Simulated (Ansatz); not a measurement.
Rock-salt TiC: LDA at its full settings (plane-wave cutoff 520 eV, 22×22×22 k mesh, Fermi–Dirac smearing 0.05 eV, no spin polarisation, scalar-relativistic PAW data made under PBE) and at cheaper ones, in a cell of 2 atoms with Γ-centred meshes.

| level and setting | equilibrium lattice constant a (Å) | bulk modulus (GPa) |
|---|---|---|
| LDA (Ansatz) | 4.261 | 282 |
| LDA (2×2×2 k mesh) (Ansatz) | 4.335 | 265 |
| LDA (4×4×4 k mesh) (Ansatz) | 4.256 | 282 |

Largest shifts from the full settings: lattice constant a +1.74 % (LDA (2×2×2 k mesh)), against a difference of -1.59 % of the full result from the reference 4.33 Å (measured, temperature not stated, no zero-point or thermal correction; as tabulated in Zhang et al. (2018), doi:10.1088/1367-2630/aac7f0); bulk modulus -6.0 % (LDA (2×2×2 k mesh)), against a difference of +17.5 % of the full result from the reference 240 GPa (measured, temperature not stated, no zero-point or thermal correction, sources range from 235 to 268; as tabulated in Krasnenko and Brik (2013), arXiv:1306.3139).

Ansatz's density-functional and Hartree–Fock values are scalar-relativistic unless marked +SOC, with PAW data made under PBE.

Run with cheap settings on purpose, which may leave them unconverged: LDA (2×2×2 k mesh), LDA (4×4×4 k mesh).

Ansatz is a first-principles code.
